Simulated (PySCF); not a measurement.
TDDFT beside published excitation energies

Published values to compare with (the computed states carry no symmetry labels, so the two lists aren't matched line by line):

```csv
state,E (eV),f,kind of transition,source
1Au[F](π→π*),3.64,,vertical emission from the excited-state geometry,[1]
1A2[F](π→π*),3.85,,vertical emission from the excited-state geometry,[1]
3Σu+(π→π*),5.20,,band maximum or as reported,[2]
1A(S1),5.23,,0-0 transition,[3]
3Σu+(π→π*),5.53,,vertical absorption,[1]
3Δu(π→π*),6.00,,band maximum or as reported,[2]
3Δu(π→π*),6.40,,vertical absorption,[1]
3Σu-(π→π*),7.08,,vertical absorption,[1]
1Σu-(π→π*),7.10,,vertical absorption,[1]
1Δu(π→π*),7.20,,band maximum or as reported,[2]
1Δu(π→π*),7.44,,vertical absorption,[1]
```

[1] computed, theoretical best estimate (aug-cc-pVTZ, frozen core, CC3 geometry), gas; Veril, Scemama, Caffarel, Lipparini, Boggio-Pasqua, Jacquemin, Loos, WIREs Comput. Mol. Sci. 2021, 11, e1517 (QUESTDB)
[2] measured, gas; Loos, Scemama, Blondel, Garniron, Caffarel, Jacquemin (2018), arXiv:1807.02045, literature column
[3] measured, gas; Analytical gradients for NEO-TDDFT (2021), arXiv:2105.05191, experiment column

C2H2.
Atom-mapped SMILES: `[CH:1]#[CH:2]` (hydrogens: H3 on C1; H4 on C2)

Computed with TDDFT CAM-B3LYP/def2-SVPD, vertical, gas phase, core orbitals frozen in the response in PySCF 2.14.0, density-fitted response routines. Geometry: PBE0-D3(BJ)/def2-SVP; no solvent, vibrations or thermal averaging.

Computed singlets: 6.56 eV (f 0.000); 6.84 eV (f 0.000 summed over 2 states); 8.31 eV (f 0.201 summed over 2 states); 8.68 eV (f 0.000 summed over 2 states); 9.93 eV (f 0.063 summed over 2 states); 10.30 eV (f 0.861). Computed triplets (Tamm–Dancoff): 5.31, 5.85, 5.85 eV.

How does the lowest computed singlet compare with the best estimate listed for the lowest singlet (vertical absorption)?

6.56 eV against 7.10 eV for 1Σu-(π→π*) [1]: a difference of -0.54 eV. Geometry and basis of the two calculations needn't be the same.

How does the lowest computed triplet compare with the best estimate listed for the lowest triplet (vertical absorption)?

5.31 eV against 5.53 eV for 3Σu+(π→π*) [1]: a difference of -0.22 eV. Geometry and basis of the two calculations needn't be the same.

[F] marks fluorescence, computed at the excited state's geometry.

Adiabatic (Te) and 0-0 energies refer to the relaxed excited state and aren't the vertical quantity computed here.

A measured band maximum holds vibronic effects and, in solution, solvent shifts, so it needn't equal the vertical energy.

All these states lie below the vertical ionisation energy of 11.35 eV (ΔSCF).
